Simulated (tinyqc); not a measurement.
Inside a calculation (part 1 of 3). Method: RHF in the sto-3g basis, for NH3, spin multiplicity 1. Computed by tinyqc, a small Python program that keeps every step (integrals from PySCF). Settings: charge = 0, multiplicity = 1, basis = sto-3g, energy threshold = 1e-08, iteration cap = 86, orthogonalisation = symmetric, start = atomic densities, DIIS depth = 6, method = RHF. Command: `OMP_NUM_THREADS=1 python tinyqc.py 30485 30486 out.jsonl` (the two numbers bound the seeds that draw the settings). One thread of a shared host (Intel(R) Xeon(R) Processor @ 2.60GHz), about 0.08 s of CPU time with the checks. Later iterations appear only in the table of the cycle.

## One-electron integrals

Geometry (angstrom):
```
atom          x          y         z
N      0.000000   0.000000  0.490000
H      1.119000   0.000000  0.000000
H     -0.560000   0.969000  0.000000
H     -0.560000  -0.969000  0.000000
```

Basis sto-3g: exponents (1/bohr^2) and contraction coefficients of normalised primitives:
```
element  l (shell)   exponent  coefficient
N            s (1)  99.106169     0.154329
N            s (1)  18.052312     0.535328
N            s (1)   4.885660     0.444635
N            s (2)   3.780456    -0.099967
N            s (2)   0.878497     0.399513
N            s (2)   0.285714     0.700115
N            p (3)   3.780456     0.155916
N            p (3)   0.878497     0.607684
N            p (3)   0.285714     0.391957
H            s (1)   3.425251     0.154329
H            s (1)   0.623914     0.535328
H            s (1)   0.168855     0.444635
```

Overlap, kinetic and nuclear-attraction integrals over the contracted functions; the nuclear repulsion is the sum of Za Zb / Rab.

nuclear repulsion = 9.91518691 hartree

overlap S:
```
           1N 1s     1N 2s     1N 2px     1N 2py     1N 2pz      2H 1s      3H 1s      4H 1s
1N 1s   1.000000  0.235038   0.000000   0.000000   0.000000   0.035669   0.035656   0.035656
1N 2s   0.235038  1.000000   0.000000   0.000000   0.000000   0.373344   0.373256   0.373256
1N 2px  0.000000  0.000000   1.000000   0.000000   0.000000   0.330701  -0.165447  -0.165447
1N 2py  0.000000  0.000000   0.000000   1.000000   0.000000   0.000000   0.286282  -0.286282
1N 2pz  0.000000  0.000000   0.000000   0.000000   1.000000  -0.144811  -0.144766  -0.144766
2H 1s   0.035669  0.373344   0.330701   0.000000  -0.144811   1.000000   0.131755   0.131755
3H 1s   0.035656  0.373256  -0.165447   0.286282  -0.144766   0.131755   1.000000   0.131873
4H 1s   0.035656  0.373256  -0.165447  -0.286282  -0.144766   0.131755   0.131873   1.000000
```

kinetic energy T (hartree):
```
            1N 1s      1N 2s     1N 2px     1N 2py     1N 2pz      2H 1s      3H 1s      4H 1s
1N 1s   21.990753  -0.128416   0.000000   0.000000   0.000000  -0.010229  -0.010228  -0.010228
1N 2s   -0.128416   0.606994   0.000000   0.000000   0.000000   0.054611   0.054570   0.054570
1N 2px   0.000000   0.000000   1.899358   0.000000   0.000000   0.144700  -0.072368  -0.072368
1N 2py   0.000000   0.000000   0.000000   1.899358   0.000000   0.000000   0.125223  -0.125223
1N 2pz   0.000000   0.000000   0.000000   0.000000   1.899358  -0.063363  -0.063322  -0.063322
2H 1s   -0.010229   0.054611   0.144700   0.000000  -0.063363   0.760032  -0.009248  -0.009248
3H 1s   -0.010228   0.054570  -0.072368   0.125223  -0.063322  -0.009248   0.760032  -0.009239
4H 1s   -0.010228   0.054570  -0.072368  -0.125223  -0.063322  -0.009248  -0.009239   0.760032
```

nuclear attraction V (hartree):
```
             1N 1s      1N 2s     1N 2px     1N 2py     1N 2pz      2H 1s      3H 1s      4H 1s
1N 1s   -47.485418  -5.738367   0.000005   0.000000   0.013079  -0.888013  -0.887674  -0.887674
1N 2s    -5.738367  -8.154923   0.000064   0.000000   0.160336  -2.391308  -2.390668  -2.390668
1N 2px    0.000005   0.000064  -8.121100   0.000000  -0.000009  -1.901775   0.951429   0.951429
1N 2py    0.000000   0.000000   0.000000  -8.120975   0.000000   0.000000  -1.646256   1.646256
1N 2pz    0.013079   0.160336  -0.000009   0.000000  -8.054591   0.869928   0.869626   0.869626
2H 1s    -0.888013  -2.391308  -1.901775   0.000000   0.869928  -4.765824  -0.691491  -0.691491
3H 1s    -0.887674  -2.390668   0.951429  -1.646256   0.869626  -0.691491  -4.765526  -0.692001
4H 1s    -0.887674  -2.390668   0.951429   1.646256   0.869626  -0.691491  -0.692001  -4.765526
```

core Hamiltonian H = T + V (hartree):
```
             1N 1s      1N 2s     1N 2px     1N 2py     1N 2pz      2H 1s      3H 1s      4H 1s
1N 1s   -25.494665  -5.866784   0.000005   0.000000   0.013079  -0.898242  -0.897902  -0.897902
1N 2s    -5.866784  -7.547929   0.000064   0.000000   0.160336  -2.336697  -2.336098  -2.336098
1N 2px    0.000005   0.000064  -6.221742   0.000000  -0.000009  -1.757075   0.879061   0.879061
1N 2py    0.000000   0.000000   0.000000  -6.221617   0.000000   0.000000  -1.521033   1.521033
1N 2pz    0.013079   0.160336  -0.000009   0.000000  -6.155233   0.806565   0.806304   0.806304
2H 1s    -0.898242  -2.336697  -1.757075   0.000000   0.806565  -4.005792  -0.700739  -0.700739
3H 1s    -0.897902  -2.336098   0.879061  -1.521033   0.806304  -0.700739  -4.005494  -0.701240
4H 1s    -0.897902  -2.336098   0.879061   1.521033   0.806304  -0.700739  -0.701240  -4.005494
```

## Two-electron integrals

Functions are numbered as in S; the eight-fold symmetry (ij|kl) = (ji|kl) = (kl|ij) leaves the list below.

Two-electron integrals (ij|kl) in chemists' order, unique and non-zero (hartree):
```
(11|11) 4.166630    (21|11) 0.640849    (21|21) 0.117461    (22|11) 0.969864
(22|21) 0.220936    (22|22) 0.708245    (31|31) 0.020960    (32|31) 0.032452
(32|32) 0.156449    (33|11) 0.967124    (33|21) 0.220977    (33|22) 0.708086
(33|33) 0.762805    (41|41) 0.020960    (42|41) 0.032452    (42|42) 0.156449
(43|43) 0.041119    (44|11) 0.967124    (44|21) 0.220977    (44|22) 0.708086
(44|33) 0.680568    (44|44) 0.762805    (51|51) 0.020960    (52|51) 0.032452
(52|52) 0.156449    (53|53) 0.041119    (54|54) 0.041119    (55|11) 0.967124
(55|21) 0.220977    (55|22) 0.708086    (55|33) 0.680568    (55|44) 0.680568
(55|55) 0.762805    (61|11) 0.098155    (61|21) 0.017869    (61|22) 0.033494
(61|31) 0.000839    (61|32) 0.001592    (61|33) 0.033625    (61|44) 0.033410
(61|51) -0.000367   (61|52) -0.000697   (61|53) -0.000094   (61|55) 0.033451
(61|61) 0.002762    (62|11) 0.262533    (62|21) 0.060648    (62|22) 0.217651
(62|31) 0.004640    (62|32) 0.036777    (62|33) 0.224518    (62|44) 0.213006
(62|51) -0.002032   (62|52) -0.016104   (62|53) -0.005041   (62|55) 0.215213
(62|61) 0.009501    (62|62) 0.088536    (63|11) 0.198372    (63|21) 0.046370
(63|22) 0.177137    (63|31) 0.008961    (63|32) 0.062812    (63|33) 0.191956
(63|44) 0.168789    (63|51) -0.001344   (63|52) -0.012147   (63|53) -0.006986
(63|55) 0.170464    (63|61) 0.007552    (63|62) 0.086509    (63|63) 0.094317
(64|41) 0.005891    (64|42) 0.035072    (64|43) 0.007214    (64|54) -0.003159
(64|64) 0.011088    (65|11) -0.086865   (65|21) -0.020305   (65|22) -0.077567
(65|31) -0.001344   (65|32) -0.012147   (65|33) -0.077738   (65|44) -0.073911
(65|51) 0.006479    (65|52) 0.040391    (65|53) 0.008890    (65|55) -0.080963
(65|61) -0.003307   (65|62) -0.037882   (65|63) -0.036445   (65|65) 0.027047
(66|11) 0.427371    (66|21) 0.100274    (66|22) 0.412985    (66|31) 0.009090
(66|32) 0.100307    (66|33) 0.440855    (66|44) 0.394310    (66|51) -0.003980
(66|52) -0.043923   (66|53) -0.020382   (66|55) 0.403235    (66|61) 0.015834
(66|62) 0.220088    (66|63) 0.240494    (66|65) -0.105310   (66|66) 0.774606
(71|11) 0.098117    (71|21) 0.017862    (71|22) 0.033481    (71|31) -0.000420
(71|32) -0.000796   (71|33) 0.033451    (71|41) 0.000726    (71|42) 0.001377
(71|43) -0.000093   (71|44) 0.033558    (71|51) -0.000367   (71|52) -0.000697
(71|53) 0.000047    (71|54) -0.000081   (71|55) 0.033439    (71|61) 0.002707
(71|62) 0.009115    (71|63) 0.006826    (71|64) 0.000249    (71|65) -0.003178
(71|66) 0.015048    (71|71) 0.002760    (72|11) 0.262458    (72|21) 0.060631
(72|22) 0.217592    (72|31) -0.002321   (72|32) -0.018398   (72|33) 0.215830
(72|41) 0.004017    (72|42) 0.031835    (72|43) -0.004986   (72|44) 0.221576
(72|51) -0.002031   (72|52) -0.016098   (72|53) 0.002521    (72|54) -0.004363
(72|55) 0.215154    (72|61) 0.009116    (72|62) 0.066480    (72|63) 0.050369
(72|64) 0.007385    (72|65) -0.027659   (72|66) 0.130179    (72|71) 0.009495
(72|72) 0.088492    (73|11) -0.099237   (73|21) -0.023197   (73|22) -0.088616
(73|31) 0.006657    (73|32) 0.042005    (73|33) -0.092752   (73|41) -0.001330
(73|42) -0.012016   (73|43) 0.008138    (73|44) -0.087717   (73|51) 0.000672
(73|52) 0.006076    (73|53) -0.004115   (73|54) 0.001657    (73|55) -0.085278
(73|61) -0.003201   (73|62) -0.018812   (73|63) -0.006935   (73|64) -0.001555
(73|65) 0.007682    (73|66) -0.029825   (73|71) -0.003776   (73|72) -0.043268
(73|73) 0.031913    (74|11) 0.171716    (74|21) 0.040139    (74|22) 0.153337
(74|31) -0.001330   (74|32) -0.012016   (74|33) 0.148005    (74|41) 0.008190
(74|42) 0.055853    (74|43) -0.006886   (74|44) 0.164271    (74|51) -0.001164
(74|52) -0.010514   (74|53) 0.001657    (74|54) -0.006025   (74|55) 0.147561
(74|61) 0.006035    (74|62) 0.047308    (74|63) 0.035687    (74|64) 0.012791
(74|65) -0.019326   (74|66) 0.093667    (74|71) 0.006534    (74|72) 0.074869
(74|73) -0.036044   (74|74) 0.073451    (75|11) -0.086833   (75|21) -0.020297
(75|22) -0.077539   (75|31) 0.000672    (75|32) 0.006076    (75|33) -0.074842
(75|41) -0.001164   (75|42) -0.010514   (75|43) 0.001657    (75|44) -0.076752
(75|51) 0.006477    (75|52) 0.040377    (75|53) -0.004447   (75|54) 0.007695
(75|55) -0.080933   (75|61) -0.003178   (75|62) -0.027657   (75|63) -0.020574
(75|64) -0.003019   (75|65) 0.019215    (75|66) -0.058008   (75|71) -0.003304
(75|72) -0.037860   (75|73) 0.018227    (75|74) -0.031539   (75|75) 0.027030
(76|11) 0.071729    (76|21) 0.016703    (76|22) 0.064416    (76|31) 0.000497
(76|32) 0.004575    (76|33) 0.064280    (76|41) 0.000862    (76|42) 0.007930
(76|43) 0.000289    (76|44) 0.064614    (76|51) -0.000872   (76|52) -0.008020
(76|53) -0.000942   (76|54) -0.001633   (76|55) 0.064280    (76|61) 0.002581
(76|62) 0.025177    (76|63) 0.022861    (76|64) 0.002547    (76|65) -0.011943
(76|66) 0.062720    (76|71) 0.002580    (76|72) 0.025171    (76|73) -0.009233
(76|74) 0.021065    (76|75) -0.011940   (76|76) 0.009043    (77|11) 0.427317
(77|21) 0.100262    (77|22) 0.412941    (77|31) -0.004547   (77|32) -0.050184
(77|33) 0.405921    (77|41) 0.007869    (77|42) 0.086836    (77|43) -0.020162
(77|44) 0.429156    (77|51) -0.003979   (77|52) -0.043911   (77|53) 0.010195
(77|54) -0.017642   (77|55) 0.403190    (77|61) 0.015051    (77|62) 0.130200
(77|63) 0.096029    (77|64) 0.021049    (77|65) -0.058021   (77|66) 0.271818
(77|71) 0.015826    (77|72) 0.220024    (77|73) -0.120309   (77|74) 0.208177
(77|75) -0.105270   (77|76) 0.062720    (77|77) 0.774606    (81|11) 0.098117
(81|21) 0.017862    (81|22) 0.033481    (81|31) -0.000420   (81|32) -0.000796
(81|33) 0.033451    (81|41) -0.000726   (81|42) -0.001377   (81|43) 0.000093
(81|44) 0.033558    (81|51) -0.000367   (81|52) -0.000697   (81|53) 0.000047
(81|54) 0.000081    (81|55) 0.033439    (81|61) 0.002707    (81|62) 0.009115
(81|63) 0.006826    (81|64) -0.000249   (81|65) -0.003178   (81|66) 0.015048
(81|71) 0.002706    (81|72) 0.009113    (81|73) -0.003630   (81|74) 0.005785
(81|75) -0.003177   (81|76) 0.002500    (81|77) 0.015046    (81|81) 0.002760
(82|11) 0.262458    (82|21) 0.060631    (82|22) 0.217592    (82|31) -0.002321
(82|32) -0.018398   (82|33) 0.215830    (82|41) -0.004017   (82|42) -0.031835
(82|43) 0.004986    (82|44) 0.221576    (82|51) -0.002031   (82|52) -0.016098
(82|53) 0.002521    (82|54) 0.004363    (82|55) 0.215154    (82|61) 0.009116
(82|62) 0.066480    (82|63) 0.050369    (82|64) -0.007385   (82|65) -0.027659
(82|66) 0.130179    (82|71) 0.009113    (82|72) 0.066473    (82|73) -0.031604
(82|74) 0.039918    (82|75) -0.027654   (82|76) 0.019682    (82|77) 0.130197
(82|81) 0.009495    (82|82) 0.088492    (83|11) -0.099237   (83|21) -0.023197
(83|22) -0.088616   (83|31) 0.006657    (83|32) 0.042005    (83|33) -0.092752
(83|41) 0.001330    (83|42) 0.012016    (83|43) -0.008138   (83|44) -0.087717
(83|51) 0.000672    (83|52) 0.006076    (83|53) -0.004115   (83|54) -0.001657
(83|55) -0.085278   (83|61) -0.003201   (83|62) -0.018812   (83|63) -0.006935
(83|64) 0.001555    (83|65) 0.007682    (83|66) -0.029825   (83|71) -0.003630
(83|72) -0.031604   (83|73) 0.022671    (83|74) -0.018633   (83|75) 0.012911
(83|76) -0.007131   (83|77) -0.066305   (83|81) -0.003776   (83|82) -0.043268
(83|83) 0.031913    (84|11) -0.171716   (84|21) -0.040139   (84|22) -0.153337
(84|31) 0.001330    (84|32) 0.012016    (84|33) -0.148005   (84|41) 0.008190
(84|42) 0.055853    (84|43) -0.006886   (84|44) -0.164271   (84|51) 0.001164
(84|52) 0.010514    (84|53) -0.001657   (84|54) -0.006025   (84|55) -0.147561
(84|61) -0.006035   (84|62) -0.047308   (84|63) -0.035687   (84|64) 0.012791
(84|65) 0.019326    (84|66) -0.093667   (84|71) -0.005785   (84|72) -0.039918
(84|73) 0.018633    (84|74) -0.016763   (84|75) 0.016304    (84|76) -0.012335
(84|77) -0.072626   (84|81) -0.006534   (84|82) -0.074869   (84|83) 0.036044
(84|84) 0.073451    (85|11) -0.086833   (85|21) -0.020297   (85|22) -0.077539
(85|31) 0.000672    (85|32) 0.006076    (85|33) -0.074842   (85|41) 0.001164
(85|42) 0.010514    (85|43) -0.001657   (85|44) -0.076752   (85|51) 0.006477
(85|52) 0.040377    (85|53) -0.004447   (85|54) -0.007695   (85|55) -0.080933
(85|61) -0.003178   (85|62) -0.027657   (85|63) -0.020574   (85|64) 0.003019
(85|65) 0.019215    (85|66) -0.058008   (85|71) -0.003177   (85|72) -0.027654
(85|73) 0.012911    (85|74) -0.016304   (85|75) 0.019212    (85|76) -0.009049
(85|77) -0.058017   (85|81) -0.003304   (85|82) -0.037860   (85|83) 0.018227
(85|84) 0.031539    (85|85) 0.027030    (86|11) 0.071729    (86|21) 0.016703
(86|22) 0.064416    (86|31) 0.000497    (86|32) 0.004575    (86|33) 0.064280
(86|41) -0.000862   (86|42) -0.007930   (86|43) -0.000289   (86|44) 0.064614
(86|51) -0.000872   (86|52) -0.008020   (86|53) -0.000942   (86|54) 0.001633
(86|55) 0.064280    (86|61) 0.002581    (86|62) 0.025177    (86|63) 0.022861
(86|64) -0.002547   (86|65) -0.011943   (86|66) 0.062720    (86|71) 0.002500
(86|72) 0.019682    (86|73) -0.007131   (86|74) 0.012335    (86|75) -0.009049
(86|76) 0.007212    (86|77) 0.039699    (86|81) 0.002580    (86|82) 0.025171
(86|83) -0.009233   (86|84) -0.021065   (86|85) -0.011940   (86|86) 0.009043
(87|11) 0.071775    (87|21) 0.016714    (87|22) 0.064462    (87|31) -0.000997
(87|32) -0.009171   (87|33) 0.064831    (87|44) 0.064158    (87|51) -0.000872
(87|52) -0.008025   (87|53) 0.001889    (87|55) 0.064325    (87|61) 0.002502
(87|62) 0.019699    (87|63) 0.014258    (87|65) -0.009058   (87|66) 0.039726
(87|71) 0.002582    (87|72) 0.025194    (87|73) -0.013657   (87|74) 0.018534
(87|75) -0.011950   (87|76) 0.007218    (87|77) 0.062786    (87|81) 0.002582
(87|82) 0.025194    (87|83) -0.013657   (87|84) -0.018534   (87|85) -0.011950
(87|86) 0.007218    (87|87) 0.009060    (88|11) 0.427317    (88|21) 0.100262
(88|22) 0.412941    (88|31) -0.004547   (88|32) -0.050184   (88|33) 0.405921
(88|41) -0.007869   (88|42) -0.086836   (88|43) 0.020162    (88|44) 0.429156
(88|51) -0.003979   (88|52) -0.043911   (88|53) 0.010195    (88|54) 0.017642
(88|55) 0.403190    (88|61) 0.015051    (88|62) 0.130200    (88|63) 0.096029
(88|64) -0.021049   (88|65) -0.058021   (88|66) 0.271818    (88|71) 0.015046
(88|72) 0.130197    (88|73) -0.066305   (88|74) 0.072626    (88|75) -0.058017
(88|76) 0.039699    (88|77) 0.271893    (88|81) 0.015826    (88|82) 0.220024
(88|83) -0.120309   (88|84) -0.208177   (88|85) -0.105270   (88|86) 0.062720
(88|87) 0.062786    (88|88) 0.774606
```

## Orthogonalisation

S = U s U^T; symmetric (Loewdin) form X = U s^(-1/2) U^T, so that X^T S X = 1.

eigenvalues of S: 0.396384  0.523720  0.523865  0.913196  1.075467  1.344262  1.344564  1.878541

X:
```
            1N 1s      1N 2s     1N 2px     1N 2py     1N 2pz      2H 1s      3H 1s      4H 1s
1N 1s    1.024130  -0.142297   0.000002   0.000000   0.007748   0.019130   0.019125   0.019125
1N 2s   -0.142297   1.213271  -0.000009   0.000000  -0.072619  -0.215386  -0.215300  -0.215300
1N 2px   0.000002  -0.000009   1.080435   0.000000   0.000002  -0.209275   0.104679   0.104679
1N 2py   0.000000   0.000000   0.000000   1.080339   0.000000   0.000000  -0.181153   0.181153
1N 2pz   0.007748  -0.072619   0.000002   0.000000   1.027515   0.081917   0.081877   0.081877
2H 1s    0.019130  -0.215386  -0.209275   0.000000   0.081917   1.130482  -0.033333  -0.033333
3H 1s    0.019125  -0.215300   0.104679  -0.181153   0.081877  -0.033333   1.130418  -0.033367
4H 1s    0.019125  -0.215300   0.104679   0.181153   0.081877  -0.033333  -0.033367   1.130418
```

## Starting guess

The start is atomic minimal-basis densities projected into this basis (PySCF's MINAO start) and scaled to the electron count of each spin; this density is not idempotent, so its energy is not variational and may lie below the converged one.

D at the start:
```
            1N 1s      1N 2s     1N 2px     1N 2py     1N 2pz      2H 1s      3H 1s      4H 1s
1N 1s    2.127619  -0.480832  -0.000003   0.000000  -0.009256  -0.013652  -0.013649  -0.013649
1N 2s   -0.480832   2.065839   0.000015   0.000000   0.038349   0.051699   0.051690   0.051690
1N 2px  -0.000003   0.000015   0.937285   0.000000  -0.000006   0.062755  -0.031391  -0.031391
1N 2py   0.000000   0.000000   0.000000   0.937340   0.000000   0.000000   0.054343  -0.054343
1N 2pz  -0.009256   0.038349  -0.000006   0.000000   0.973451  -0.014827  -0.014822  -0.014822
2H 1s   -0.013652   0.051699   0.062755   0.000000  -0.014827   0.965426   0.048007   0.048007
3H 1s   -0.013649   0.051690  -0.031391   0.054343  -0.014822   0.048007   0.965426   0.048045
4H 1s   -0.013649   0.051690  -0.031391  -0.054343  -0.014822   0.048007   0.048045   0.965426
```
